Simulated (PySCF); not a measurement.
# MP2/STO-3G run of C2Cl2O2 (oxalyl chloride)

Aim: a structure relaxation of C2Cl2O2 (oxalyl chloride). The job is set up through a Python script.

Program for the calculation: PySCF 2.14.0.

1 further run of the same task is left out (set aside as unsound or not needed).

### Step 1. Starting point

C2Cl2O2 has 6 atoms, charge 0, and is taken as a singlet. SMILES: `O=C(Cl)C(=O)Cl`. The shape is that of a GFN2-xTB optimisation. This is one conformer, not always the lowest. The run starts from this shape.

Bond lengths: O1–C2 1.184 Å, C2–Cl3 1.732 Å, C2–C4 1.532 Å, C4–O5 1.185 Å, C4–Cl6 1.732 Å. Angles: O1–C2–Cl3 123.6°, O1–C2–C4 125.9°, Cl3–C2–C4 110.5°, C2–C4–O5 125.9°, C2–C4–Cl6 110.5°, O5–C4–Cl6 123.6°.

### Step 2. A geometry optimisation at MP2/STO-3G

File mol.xyz:

```xyz
6

O     -0.670180     0.059580    -1.613040
C     -0.362030    -0.380690    -0.557540
Cl    -0.684020    -2.010680    -0.068200
C      0.363500     0.380170     0.556770
O      0.683120    -0.063730     1.607450
Cl     0.669620     2.015350     0.074560
```

File calc.py:

```python
# oxalyl chloride
from pyscf import gto, scf, mp
from pyscf.geomopt.geometric_solver import kernel as optimise

mol = gto.M(
    atom='mol.xyz',
    spin=0,
    basis='sto-3g',
    verbose=3,
    max_memory=1860,
)

hf = scf.RHF(mol)
hf.conv_tol = 1e-10
hf.kernel()
if not hf.converged:
    hf = hf.newton().run(hf.mo_coeff, hf.mo_occ)
pt = mp.MP2(hf, frozen=14).run()
converged, mol_eq = optimise(pt, maxsteps=60, convergence_set='GAU_TIGHT')
print('converged:', converged)
print(mol_eq.tostring())

hf.reset(mol_eq)
mol = mol_eq
hf.kernel()
if not hf.converged:
    hf = hf.newton().run(hf.mo_coeff, hf.mo_occ)
pt = mp.MP2(hf, frozen=14).run()
e_tot = pt.e_tot
print('E(%s) = %.9f' % ('MP2', e_tot))
```

Command:

```sh
$ OMP_NUM_THREADS=1 python calc.py
```

Q: Predict the results. Wanted: total energy at the end; dipole moment; HOMO energy; LUMO energy; HOMO–LUMO gap; correlation energy.

Computed results:

At MP2/STO-3G, 14 core orbitals frozen:

| quantity | value |
| --- | --- |
| total energy at the end | -1131.88487 Eh |
| dipole moment (Hartree–Fock density) | 0.00 D |
| HOMO energy (Hartree–Fock orbitals) | -10.33 eV |
| LUMO energy (Hartree–Fock orbitals) | 3.28 eV |
| HOMO–LUMO gap (Hartree–Fock orbitals) | 13.62 eV |
| correlation energy (14 core orbitals frozen) | -288.8 mEh |

In words: At the final geometry: Bond lengths: O1–C2 1.240 Å, C2–Cl3 1.858 Å, C2–C4 1.604 Å, C4–O5 1.240 Å, C4–Cl6 1.858 Å. Angles: O1–C2–Cl3 123.9°, O1–C2–C4 126.7°, Cl3–C2–C4 109.4°, C2–C4–O5 126.7°, C2–C4–Cl6 109.4°, O5–C4–Cl6 123.9°. The optimisation took 13 steps and changed the energy by -0.880 eV.
